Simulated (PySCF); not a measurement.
B3LYP has the VWN-RPA correlation part, as in Gaussian. 

Cartesian coordinates (Å):
```xyz
2

S      0.6728     0.0000     0.0000
H     -0.6728     0.0000     0.0000
```
Charge 0, spin multiplicity 2.

### Question
Predict the dipole moment, highest occupied spin orbital and total energy from B3LYP-D3(BJ)/def2-TZVP // PBE0-D4/def2-TZVP in PySCF.

### Answer

```json
{
 "dipole_moment": "0.86 D",
 "highest_occupied_spin_orbital": "-7.17 eV",
 "total_energy": "-398.7748 Ha"
}
```
